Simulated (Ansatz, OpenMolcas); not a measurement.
**Predicting a hybrid from its neighbours: CH4S2 (methyl hydrodisulfide)**

The species is CH4S2 (7 atoms), meant as a singlet with charge 0. SMILES: `CSS`. The coordinates come from a PBE0-D4/def2-TZVP relaxation. This is one conformer, not always the lowest.

The HOMO–LUMO gap y, in eV, basis aug-cc-pVDZ; a is the functional's share of exact exchange. Programs: Ansatz 0.2.0, OpenMolcas 26.06.

| functional | program | a | y (eV) |
| --- | --- | --- | --- |
| revPBE | Ansatz | 0 | 4.15 |
| TPSS | OpenMolcas | 0 | 4.40 |
| B3LYP | Ansatz | 0.2 | ? |
| PBE0 | Ansatz | 0.25 | 6.25 |
| BHLYP | Ansatz | 0.5 | 8.17 |

Task: Fit y = c + s·a to the known rows and predict B3LYP.

Result: 
1. Means of the 4 rows: a = 0.1875, y = 5.742.
2. Σ(Δa)² = 0.17188, Σ(Δa·Δy) = 1.3406, so the slope is 1.3406/0.17188 = 7.7996.
3. Intercept: 5.742 − (7.7996) × 0.1875 = 4.280. The largest residual of the fit is 0.13.
4. B3LYP: 4.280 + (7.7996) × 0.2 = 5.84 eV.

The run gave 5.79 eV, so the prediction is off by +0.05 eV, within the scatter of the fit. Exact exchange lowers occupied levels and raises empty ones. The rows mix families of semi-local functionals, which the line can't see.
